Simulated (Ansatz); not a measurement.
# SiH₃F + CH₃ radical: a complex and its separated parts

Aim: how far the complex at one end of a reaction step lies below its separated, relaxed parts, level by level.

Program: Ansatz 0.2.0, Gaussian basis. Level of theory: PBE0-D4/def2-TZVP structures, single points in def2-TZVPP, no counterpoise correction. These are calculated values, not measurements.

Levels: SPW92, PBE-D4, BLYP-D4, r2SCAN-D4, B97M-V, PBE0-D4, B3LYP-D4, r2SCAN0-D4, BHLYP-D4, CAM-B3LYP-D4, wB97X-V, wB97M-V, B2PLYP, PBE-QIDH, RPA on PBE, Hartree-Fock, MP2, CCSD, CCSD(T).

Cores are frozen in the correlated methods. Orbitals are unrestricted. B3LYP uses VWN-RPA correlation. B2PLYP carries no dispersion term here.

94 further runs of the same task are left out: 94 set aside as unsound or not needed.

### Step 1. The system as given

The complex: 9 atoms, charge 0, spin multiplicity 2.

Atoms are counted from 1 here; the program's logs count them from 0.

Bond lengths: F1–Si2 1.602 Å, Si2–H4 1.483 Å, Si2–H5 1.481 Å, Si2–H6 1.481 Å, C3–H7 1.080 Å, C3–H8 1.080 Å, C3–H9 1.080 Å. Angles: F1–Si2–H4 107.5°, F1–Si2–H5 108.8°, F1–Si2–H6 108.8°, H4–Si2–H5 110.3°, H4–Si2–H6 110.3°, H5–Si2–H6 111.1°, H7–C3–H8 119.9°, H7–C3–H9 120.0°, H8–C3–H9 120.0°.

Geometry (Å):

```xyz
9
CH6FSi
F    -1.07236   -0.39001    1.45135
Si    0.52712   -0.46479    1.40309
C    -0.60142    0.57821   -1.75513
H     0.99373   -0.90617    2.73994
H     1.05783    0.88252    1.09261
H     0.92718   -1.44695    0.36942
H    -0.13051    1.54818   -1.82279
H    -0.24473   -0.23695   -2.36788
H    -1.45663    0.43607   -1.11050
```

Its parts: SiH₃F holds atoms 1, 2, 4, 5, 6; CH₃ radical holds atoms 3, 7, 8, 9. Each part counts its atoms afresh in its own runs.

### Step 2. Relaxing SiH₃F alone

The input, relax-a/in.yaml:

```yaml
crystal:
  periodic: [false, false, false]
  atoms:
    - {symbol: F, position_ang: [-1.072360, -0.390013, 1.451345]}
    - {symbol: Si, position_ang: [0.527117, -0.464788, 1.403089]}
    - {symbol: H, position_ang: [0.993734, -0.906173, 2.739937]}
    - {symbol: H, position_ang: [1.057831, 0.882515, 1.092610]}
    - {symbol: H, position_ang: [0.927176, -1.446946, 0.369420]}
basis:
  gaussian: {orbitals: def2-TZVP}
hamiltonian: {xc: pbe0, dispersion: d4}
relax: {f_tol: 0.005, max_steps: 200}
```

On the command line:

```
$ ansatz run in.yaml --threads 4 --pin off --events-out ev --progress --plain --max-ram 9574MiB
```

Further steps of the session: Relaxing CH₃ radical alone; SPW92/def2-TZVPP; PBE-D4/def2-TZVPP; BLYP-D4/def2-TZVPP; r2SCAN-D4/def2-TZVPP; B97M-V/def2-TZVPP; PBE0-D4/def2-TZVPP; B3LYP-D4/def2-TZVPP; r2SCAN0-D4/def2-TZVPP; BHLYP-D4/def2-TZVPP; CAM-B3LYP-D4/def2-TZVPP; wB97X-V/def2-TZVPP; wB97M-V/def2-TZVPP; B2PLYP/def2-TZVPP; PBE-QIDH/def2-TZVPP; RPA on PBE/def2-TZVPP; CCSD(T)/def2-TZVPP; Vibrations of SiH₃F; Vibrations of CH₃ radical.

What does the calculation give? Wanted: complex less parts, CCSD(T)/def2-TZVPP; with zero-point energy; largest T1 diagnostic.

The runs gave:

| quantity | value |
| --- | --- |
| complex less parts, CCSD(T)/def2-TZVPP | -4.5 kJ/mol |
| with zero-point energy | -1.1 kJ/mol |
| largest T1 diagnostic | 0.011 |

At CCSD(T) the complex lies 4.5 kJ/mol below its parts. The functionals run from PBE-QIDH, off by +0.9 kJ/mol, to SPW92, off by -8.2 kJ/mol, against CCSD(T). Mean unsigned error by rung: LDA 8.2, GGA 2.9, meta-GGA 2.4, hybrid 2.1, range-separated hybrid 1.8, double hybrid 1.7 kJ/mol. PBE-D4 gives a relative energy 3.7 kJ/mol too low, an error of 83 % of the reference. No counterpoise was applied, and triple zeta lacks some correlation, so the CCSD(T) reference has a basis error of its own, and close matches with it are partly luck.
